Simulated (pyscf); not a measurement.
Thermochemistry of product channels of H₂Ga–SeH + hydrogen fluoride (HF) on the singlet surface, in eV, from ωB97M-D3(BJ)/def2-TZVP energies (ideal gas, 1 atm, RRHO with modes under 100 cm⁻¹ raised to 100, one conformer, R ln 2 for chiral ones without a mode under 150 cm⁻¹). Structures and frequencies: ωB97X-D3(BJ)/def2-SVP in PySCF.

| products | ΔE | ΔH(298 K) | ΔG(298 K) | ΔG(900 K) |
|---|---|---|---|---|
| H₂Se + F–GaH₂ | +0.07 | 0.00 | -0.02 | -0.04 |
| F–GaH–SeH + hydrogen (H₂) | [?] | -0.85 | -0.80 | -0.72 |

Problem. Complete the blanks.

Solution. 
- F–GaH–SeH + hydrogen (H₂), ΔE: -0.77

These are energies of the channels, which say nothing of barriers. Elements up to Kr have no core potential and no relativistic terms here.
